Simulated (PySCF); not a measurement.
Ligands exchanged one at a time, Al Cl-I. Isolated molecules, 0 K electronic values unless said otherwise. Strings in code marks are SMILES.

Method: ωB97X-D3(BJ)/def2-TZVP // PBE0-D3(BJ)/def2-TZVP in PySCF 2.14.0. Excitations are Tamm–Dancoff values on a coarser integration grid. The basis has no diffuse functions, so Rydberg states are missing or too high.

```
species                                         HOMO (eV)  S1 excitation (TDA) (eV)  S1 oscillator strength  dipole moment (D)
----------------------------------------------  ---------  ------------------------  ----------------------  -----------------
0 of 3 Cl replaced by I (`[Cl][Al]([Cl])[Cl]`)     -11.87                      7.34                   0.000               0.00
1 of 3 Cl replaced by I                            -10.52                      5.95                     ___               0.54
2 of 3 Cl replaced by I                               ___                      5.59                   0.000                ___
3 of 3 Cl replaced by I (`[I][Al]([I])[I]`)         -9.99                      5.24                   0.000                ___
```

### Question
Fill in the missing entries.

### Answer

- 1 of 3 Cl replaced by I, S1 oscillator strength: 0.018
- 2 of 3 Cl replaced by I, HOMO (eV): -10.20
- 2 of 3 Cl replaced by I, dipole moment (D): 0.50
- 3 of 3 Cl replaced by I (`[I][Al]([I])[I]`), dipole moment (D): 0.00
